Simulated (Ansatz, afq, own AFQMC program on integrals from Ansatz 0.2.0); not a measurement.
MgF⁻, triplet: a scan with AFQMC

```xyz
2

F     0.0000    0.0000    0.0000
Mg    0.0000    0.0000    1.8040
```

The F1–Mg2 distance is changed with both sides rigid. Energies in mEh count from this geometry (1.804 Å) at the same level; the start stands on UHF, each point on the determinant named.

Basis aug-cc-pVDZ. Noble-gas cores (and the filled d shells of Ga–Kr and In–Xe) are frozen. Integrals, coupled cluster, full CI and functionals: Ansatz 0.2.0; the random walks run on the same integrals in our own AFQMC program. ph-AFQMC/CISD is guided by a CISD state made of CCSD amplitudes; releasing the constraint for a short imaginary time cuts its bias at the price of noise, slowly where states lie close. Uncertainties: one standard error, sampling alone.

Cautions, each for one point or more: lower spins were not checked.

```csv
r(F1–Mg2) / Å,det.,T1,weight,⟨S²⟩,PBE0,B2PLYP,CCSD(T)
1.445,UHF,0.019,0.93,2.00,76.8,79.4,83.6
2.222,UHF,0.022,0.92,2.00,26.0,25.3,24.5
2.882,UHF,0.028,0.92,2.00,74.0,73.2,73.2
4.027,UHF,0.026,0.92,2.00,110.8,111.6,111.8
6.189,UHF,0.022,0.93,2.00,121.0,128.0,127.8
```

Problem. Estimate the curve of CCSDT(Q), counted from the same start.

Solution. 
| r(F1–Mg2) / Å | det. | T1 | weight | ⟨S²⟩ | CCSDT(Q) | ph-AFQMC/CISD |
| --- | --- | --- | --- | --- | --- | --- |
| 1.445 | UHF | 0.019 | 0.93 | 2.00 | 83.7 | 84.2 ± 0.6 |
| 2.222 | UHF | 0.022 | 0.92 | 2.00 | 24.3 | 24.4 ± 0.8 |
| 2.882 | UHF | 0.028 | 0.92 | 2.00 | 72.7 | 73.9 ± 0.8 |
| 4.027 | UHF | 0.026 | 0.92 | 2.00 | 111.4 | 112.4 ± 0.9 |
| 6.189 | UHF | 0.022 | 0.93 | 2.00 | 127.7 | 128.2 ± 1.1 |

Weight is that of the determinant in the CISD state; at the start T1 is 0.018 and the weight 0.93, and ⟨S²⟩ is 2.00. Largest departures from CCSDT(Q), at the points where its series has closed: CCSD(T) 0.5 mEh at 2.882 (on UHF), ph-AFQMC/CISD 1.1 mEh at 2.882 (on UHF) (within the noise), PBE0 -7.0 mEh at 1.445, B2PLYP -4.4 mEh at 1.445. Functionals count only at points shown to share the start's state and spin. In this small basis the wave-function levels are far from their limit, so their gap to the functionals isn't the functionals' error.

CCSDT and higher add their correlation energy to the determinant of the CCSD(T) run, since their own runs factorise the integrals more tightly (a shift of under 2 meV). A walk keeps the symmetry of its determinant, which the program's search chose and which needn't be the lowest solution, so a lower state of the same spin and another symmetry isn't excluded.
